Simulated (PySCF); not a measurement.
Species: C4H8F2.
SMILES with atom numbers: `[CH3:1][C:2]([CH3:3])([F:4])[CH2:5][F:6]` (hydrogens: H7, H8, H9 on C1; H10, H11, H12 on C3; H13, H14 on C5)

Torsions of this conformer, `[CH3:1][C:2]([CH3:3])([F:4])[CH2:5][F:6]`: C1–C2–C5–F6 -61°.

The closed-shell ground state was solved at several levels (PySCF, density fitting, gas phase, non-relativistic). Isolated species at its GFN2-xTB geometry (one conformer only).

| level | basis functions | total energy (Eh) | HOMO (eV) | LUMO (eV) | gap (eV) | dipole (D) |
| --- | --- | --- | --- | --- | --- | --- |
| PBE0/pcSseg-1 | 142 | -356.5131 | -9.04 | 1.46 | 10.50 | 0.47 |
| CAM-B3LYP/def2-SVPD | 190 | -356.5504 | -10.68 | 1.30 | 11.98 | 0.55 |

Q: Estimate the row for PBE0/def2-SVPD, a basis of 190 functions; the other rows only guide the guess.

A: Total energy -356.3061 Eh, HOMO -9.17 eV, LUMO 0.69 eV, gap 9.86 eV, dipole 0.55 D.

Q: Over all these levels, which gives the widest orbital gap and which the narrowest?

A: CAM-B3LYP/def2-SVPD (range-separated hybrid) has the widest, 11.98 eV, and PBE0/def2-SVPD (global hybrid, 25 % exact exchange) the narrowest, 9.86 eV. The two share the basis. From the narrowest to the widest the HOMO moves by -1.51 eV and the LUMO by +0.61 eV.

Q: How far do the dipole and the HOMO energy spread over the levels?

A: The dipole runs from 0.47 to 0.55 D (mean 0.53 D) and the HOMO from -10.68 to -9.04 eV.
